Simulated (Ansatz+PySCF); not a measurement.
Results of a calculation; reference values are marked as such.
**Several solutions for singlet Li2**

```xyz
2

Li    0.0000    0.0000   -2.0903
Li    0.0000    0.0000    2.0903
```

Basis set: 6-31G (spherical functions). Charge 0, multiplicity 1.

PBE0 (unrestricted) was run from several starts with Ansatz (development build ahead of 0.2.0) and PySCF 2.14.0.

```csv
run,program,start,converged,energy (hartree),<S²>
A,PySCF,program defaults,yes,-14.93747,0.00
B,Ansatz,stability test followed,yes,-14.94162,0.60
C,Ansatz,search for the lowest state,yes,-14.94162,0.60
D,Ansatz,"atomic start, no search",yes,-14.93747,0.00
```

Q: Which runs reached the lowest solution of this kind, and what is wrong with the others?

A: B, C reached the lowest solution found. Converged but too high: A by 0.11 eV, D by 0.11 eV. Convergence only shows a stationary point, and even a stable one can lie too high; stability tests and further starts are what find lower ones. Caution: the unrestricted determinant is spin contaminated.
